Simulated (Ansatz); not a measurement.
Born–Oppenheimer molecular dynamics of C₃H₈OS (13 atoms, charge 0, multiplicity 1). It starts from a relaxed structure.

Computed with Ansatz 0.2.0, UKS BLYP-D4/6-31G.

```
ensemble        : NVT, Langevin thermostat
time step       : 0.5 fs
steps asked     : 150
set temperature : 500 K
friction        : 0.001 /fs
seed            : 126673
```

First frame:

```xyz
13
Properties=species:S:1:pos:R:3
O -1.525 1.525 1.385
C -1.099 0.217 0.856
C 0.108 0.345 -0.101
C 0.616 -1.027 -0.574
S 2.059 -0.904 -1.853
H -1.842 2.082 0.628
H -0.829 -0.364 1.751
H -1.938 -0.304 0.351
H -0.178 0.952 -0.981
H 0.911 0.893 0.423
H 0.963 -1.649 0.265
H -0.159 -1.584 -1.123
H 2.934 -0.217 -1.012
```

Question: How far do the bonds stretch over the last three quarters of this one trajectory? (Pairs bonded in most of those frames.)

Answer: 
| bond | mean (Å) | spread (Å) | shortest | longest |
| --- | --- | --- | --- | --- |
| O1–C2 | 1.474 | 0.041 | 1.42 | 1.54 |
| O1–H6 | 0.993 | 0.014 | 0.97 | 1.01 |
| C2–C3 | 1.555 | 0.034 | 1.50 | 1.60 |
| C2–H7 | 1.103 | 0.021 | 1.07 | 1.14 |
| C2–H8 | 1.110 | 0.010 | 1.09 | 1.13 |
| C3–C4 | 1.542 | 0.013 | 1.51 | 1.57 |
| C3–H9 | 1.107 | 0.023 | 1.07 | 1.14 |
| C3–H10 | 1.110 | 0.021 | 1.07 | 1.15 |
| C4–S5 | 1.942 | 0.049 | 1.86 | 2.00 |
| C4–H11 | 1.104 | 0.038 | 1.05 | 1.17 |
| C4–H12 | 1.110 | 0.041 | 1.05 | 1.17 |
| S5–H13 | 1.405 | 0.056 | 1.32 | 1.49 |

Mean temperature of the second half: 201 K. The mean temperature of the second half is 60 % below the set value. A run of 0.075 ps of so small a system gives no equilibrium averages. Limits of this set-up: no polarisation functions.

Time of the run: 12 min on 1 thread of Intel(R) Xeon(R) Platinum 8375C CPU @ 2.90GHz (Ice Lake) (shared host), peak memory 0.16 GiB.
